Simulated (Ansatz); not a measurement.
## Ansatz (development build ahead of 0.2.0) run

```yaml
crystal:
  periodic: [false, false, false]
  atoms:
    - { symbol: Mg, position_ang: [-0.00584, -0.00234, -0.70684] }
    - { symbol: O, position_ang: [0.00826, 0.00209, 1.04336] }
basis:
  gaussian: { orbitals: cc-pVDZ }
hamiltonian:
  xc: hf
```

The input is written out in the form of the current development build from the run's settings.

Results

```yaml
Converged: yes
Total_energy: -274.34112 hartree
Spin_squared_of_the_determinant: 0.000
```

Caution: in another basis set an unrestricted determinant lies well below.
